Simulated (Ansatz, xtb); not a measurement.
## C2HFN2O: 5 structures ranked

5 gas-phase structures of C2HFN2O, from a drawn sample of its isomers (lower ones may exist). Each was relaxed with GFN2-xTB:

A. `Fc1conn1`, a singlet
B. `Fc1cnno1`, a singlet
C. `Fc1ncno1`, a singlet
D. `Fc1nnco1`, a singlet
E. `Fc1ncon1`, a singlet

Estimate their order in r2SCAN-D4/def2-SVP energy at these geometries, lowest first.

Calculated order at r2SCAN-D4/def2-SVP: D (0.000), E (0.146), C (0.150), B (0.968), A (0.996) eV. Less than 1 kcal/mol parts E and C; B and A, so the order within those pairs means little.

Energies above the lowest of each column, in eV; the last columns are at B3LYP/def2-SVP geometries and were run for some of them only (a dash: not run or not comparable):

```csv
structure,GFN2-xTB,HF/STO-3G,r2SCAN-D4/def2-SVP,B3LYP/def2-SVP,CCSD(T)/def2-SVP + ΔMP2/def2-TZVPP
D,0.000,0.016,0.000,0.000,0.000
E,0.455,0.083,0.146,0.173,0.189
C,0.470,0.000,0.150,0.172,0.175
B,1.292,0.606,0.968,–,–
A,1.264,0.741,0.996,–,–
```

CCSD(T)/def2-SVP + ΔMP2/def2-TZVPP puts D lowest of those it was run on; HF/STO-3G picks C. CCSD(T)/def2-SVP + ΔMP2/def2-TZVPP orders those it was run on as D (0.000), C (0.175), E (0.189) eV. Less than 1 kcal/mol parts C and E, so the order within that pair means little. Frequencies (B3LYP/def2-SVP) were run for C, D, E alone. ΔMP2 is the change of the MP2 energy from the smaller to the larger basis.

Over these structures GFN2-xTB departs from r2SCAN-D4/def2-SVP by 0.098 eV on average once a common shift is removed. A GFN2-xTB relaxation took about 0.034 s and the r2SCAN-D4/def2-SVP energy about 1.1 s on a shared host (Ansatz 0.2.0, xtb 6.7.1).
